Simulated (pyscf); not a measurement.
H₂P–GaH₂ + H₂ → PH₃ + GaH₃, a four-centre exchange (singlet surface; Ga–P, H–H broken, H–P, Ga–H formed). Structures and frequencies: ωB97X-D3(BJ)/def2-SVP in PySCF. Energies in kcal/mol from the separated reactants.

Small-basis levels: PySCF, no dispersion term, spherical d functions. AM1 to PM7: differences of heats of formation from MOPAC, which are fitted to 298 K values and so differ in kind from electronic energies by zero-point and thermal terms. Cost: rough CPU time at the saddle relative to B3LYP/6-31G*+LANL2DZ, from one job on a shared machine.

```tsv
level	barrier	reaction energy	cost
HF/STO-3G	56.6	+4.8	0.09
HF/6-31G*+LANL2DZ	52.4	+0.4	0.10
SVWN5/6-31G*+LANL2DZ	20.1	+8.8	0.8
B3LYP/LANL2DZ	35.7	+7.0	0.7
B3LYP/6-311+G**+LANL2DZ	31.2	+3.3	2
PM3	18.2	+41.7	under 0.02
PM7	61.0	-6.7	under 0.02
ωB97M-D3(BJ)/def2-TZVP	30.6	+5.7	–
```

Against the last row the barrier runs from -12.4 (PM3) to +30.4 kcal/mol (PM7). At PM3 this geometry lies under one side, so the entry may be no barrier of that level: it is a single point on another level's saddle. ωB97M-D3(BJ)/def2-TZVP has limits of its own. On the product side the descent ends in a complex, 4.8 kcal/mol under the separated species and 26.2 kcal/mol under the saddle at ωB97X-D3(BJ)/def2-TZVP. At the saddle there is also a short Ga–H contact that neither side keeps. This is the saddle that the search found; another between the same sides may lie lower. In the def2 sets elements up to Kr have no core potential.
